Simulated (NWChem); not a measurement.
A series in which one site is exchanged, each optimised at PBE0/def2-SVP with NWChem, gas phase unless a solvent is named. Some are not confirmed as minima by frequencies. def2 effective core potentials on Cd, Te; no spin-orbit coupling.

A: [TeH2] (H₂Te; site = Te)
B: S (H2S; site = S)
C: [CdH2] (CdH2; site = Cd)
D: [MgH2] (MgH₂; site = Mg)

Task: Rank them by orbital gap (eV), PBE0/def2-SVP, lowest first.

Result: A (5.87), D (6.68), C (7.06), B (8.40)
